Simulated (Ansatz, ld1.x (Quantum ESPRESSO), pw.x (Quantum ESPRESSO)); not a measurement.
**Ba (Z = 56): one change to the TM potential, in the atom and in the bcc crystal**

barium, norm-conserving Troullier–Martins (Kleinman–Bylander form), made with ld1.x (Quantum ESPRESSO) 7.5 (PBE, scalar-relativistic). Core [Xe], reference 5d0 6s2 6p0. Waves: 6p (bound, empty): rc 4.20 bohr; 5d (bound, empty): rc 3.65 bohr; 6s (bound): rc 3.85 bohr. Local part: the s channel. Core correction: a·sin(br)/r model core inside 2.10 bohr.

Change: reference 5d1 6s1 6p0.

Cutoffs, loose and tight: the cutoffs (Ry, on a coarse ladder) from which the occupation-weighted sum of valence levels, in a spherical-Bessel basis at the reference potential, stays within 10 and 1 mRy of its value at 400 Ry. They do not see the model core or the augmentation charge, which bear on the density cutoff. Test errors are all-electron minus pseudo excitation energies from the reference, over the configurations 5d0 6s1 6p0; 5d0 6s1.5 6p0; 5d0 6s1 6p1; 5d1 6s0 6p0; 5d0 6s0 6p1; 5d0 6s0 6p2; 5d0.5 6s1.5 6p0; variants that change the core or the reference have their own tests.

Crystal test: bcc Ba in pw.x 7.5, no spin, 9³ k-points, Fermi–Dirac smearing 0.01 Ry, cutoffs set for each file from its atomic test. The reference is all-electron LAPW (Ansatz 0.2.0) with the same functional, mesh and smearing; V0 and B0 come from Birch–Murnaghan fits to the pressures at five volumes. Errors are pseudo minus all-electron; Δ is the rms difference of the E(V) curves that follow from these fits, minima aligned, over ±6 % about the mean V0. Mesh and smearing are coarse, so the numbers serve the comparison and aren't converged zero-temperature values; the lattice is a test structure that the element need not adopt.

All-electron: a0 = 5.031 Å (V0 = 63.67 Å³/atom), B0 = 8.4 GPa.

Problem. Does the change bring the crystal closer to the all-electron result?

Solution. The mean pressure error goes from +0.47 to +0.12 GPa, so the change moves the solid closer to the all-electron pressures.

```csv
quantity,base,changed
outcome (atom),generated,generated
"cutoff, loose (atom)",6 Ry,8 Ry
"cutoff, tight (atom)",6 Ry,10 Ry
bound ghosts (atom),none,none
largest test error (meV) (atom),-70,-112
cutoffs in pw.x (Ry),50/200,50/200
a0 (Å),5.111,5.053
a0 error (%),+1.59,+0.43
B0 error (%),+8.7,+9.0
Δ (meV/atom),6.0,1.6
mean pressure error (GPa),+0.47,+0.12
```

Base: This is a poor potential for the solid. The atomic cutoffs weigh occupied waves only.
